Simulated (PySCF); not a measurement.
Compound: C6H10.
SMILES with atom numbers: `[CH2:1]1[CH2:2][C@H:3]2[CH2:4][C@@H:5]1[CH2:6]2` (hydrogens: H7, H8 on C1; H9, H10 on C2; H11 on C3; H12, H13 on C4; H14 on C5; H15, H16 on C6)

The same species was optimised twice, with GFN2-xTB and with PBE0-D3(BJ)/def2-SVP (PySCF), and the same property calculations (PySCF, gas phase) were run on both structures.

```csv
coordinate,GFN2-xTB,PBE0-D3(BJ)/def2-SVP,change
C3–C4 (Å),1.536,1.546,+0.010
C4–C5 (Å),1.536,1.546,+0.010
C3–C6 (Å),1.536,1.545,+0.009
C5–C6 (Å),1.536,1.545,+0.009
C1–C2 (Å),1.546,1.554,+0.008
C1–C5 (Å),1.529,1.533,+0.004
C2–C3 (Å),1.529,1.533,+0.004
C4–C3–C6 (°),86.6,85.8,-0.8
C4–C5–C6 (°),86.6,85.9,-0.7
C1–C5–C6 (°),101.7,102.0,+0.3
C2–C3–C6 (°),101.7,102.0,+0.3
C2–C3–C4 (°),101.7,102.0,+0.3
C1–C5–C4 (°),101.7,102.0,+0.3
C3–C6–C5 (°),82.4,82.6,+0.2
C3–C4–C5 (°),82.4,82.6,+0.2
```

Rotational constants: A = 5379, B = 4521, C = 4076 MHz (GFN2-xTB) against A = 5328, B = 4470, C = 4010 MHz (PBE0-D3(BJ)/def2-SVP). Point groups within 0.08 Å: C2v and C2v.

On the GFN2-xTB structure: lowest singlet, TDDFT (eV) 8.47 [CAM-B3LYP/def2-SVPD]; lowest triplet, Tamm–Dancoff (eV) 8.29 [CAM-B3LYP/def2-SVPD]; isotropic polarisability (au) 64.1 [CAM-B3LYP/def2-SVPD]; HOMO (eV) -9.95 [CAM-B3LYP/def2-SVPD]; LUMO (eV) 1.46 [CAM-B3LYP/def2-SVPD]; dipole (D) 0.06 [CAM-B3LYP/def2-SVPD]; HOMO (eV) -8.56 [PBE0/pcSseg-1]; LUMO (eV) 1.53 [PBE0/pcSseg-1]; dipole (D) 0.05 [PBE0/pcSseg-1]; GIAO shielding of C1/C2 (mean) (ppm) 157.4 [PBE0/pcSseg-1]; GIAO shielding of C3/C5 (mean) (ppm) 146.1 [PBE0/pcSseg-1]; GIAO shielding of C4/C6 (mean) (ppm) 146.9 [PBE0/pcSseg-1].

What do these properties become on the PBE0-D3(BJ)/def2-SVP structure?

```csv
property,level,on GFN2-xTB,on PBE0-D3(BJ)/def2-SVP,change
"lowest singlet, TDDFT (eV)",CAM-B3LYP/def2-SVPD,8.47,8.40,-0.07
"lowest triplet, Tamm–Dancoff (eV)",CAM-B3LYP/def2-SVPD,8.29,8.21,-0.08
isotropic polarisability (au),CAM-B3LYP/def2-SVPD,64.1,65.4,+1.3
HOMO (eV),CAM-B3LYP/def2-SVPD,-9.95,-9.89,+0.06
LUMO (eV),CAM-B3LYP/def2-SVPD,1.46,1.44,-0.02
dipole (D),CAM-B3LYP/def2-SVPD,0.06,0.06,0.00
"energy, GFN2-xTB geometry as zero (kcal/mol)",CAM-B3LYP/def2-SVPD,0.0,-0.6,-0.6
HOMO (eV),PBE0/pcSseg-1,-8.56,-8.51,+0.05
LUMO (eV),PBE0/pcSseg-1,1.53,1.48,-0.05
dipole (D),PBE0/pcSseg-1,0.05,0.05,0.00
"energy, GFN2-xTB geometry as zero (kcal/mol)",PBE0/pcSseg-1,0.0,-0.4,-0.4
GIAO shielding of C1/C2 (mean) (ppm),PBE0/pcSseg-1,157.4,155.5,-1.9
GIAO shielding of C3/C5 (mean) (ppm),PBE0/pcSseg-1,146.1,143.4,-2.7
GIAO shielding of C4/C6 (mean) (ppm),PBE0/pcSseg-1,146.9,143.5,-3.4
```

The heavy atoms differ by 0.009 Å rms after alignment. Among bonds between heavy atoms C3–C4, C3–C6, C4–C5 and C5–C6 change most and about equally (+0.009 to +0.010 Å). Changes are differences of the printed values. Neither structure is proved a minimum here.
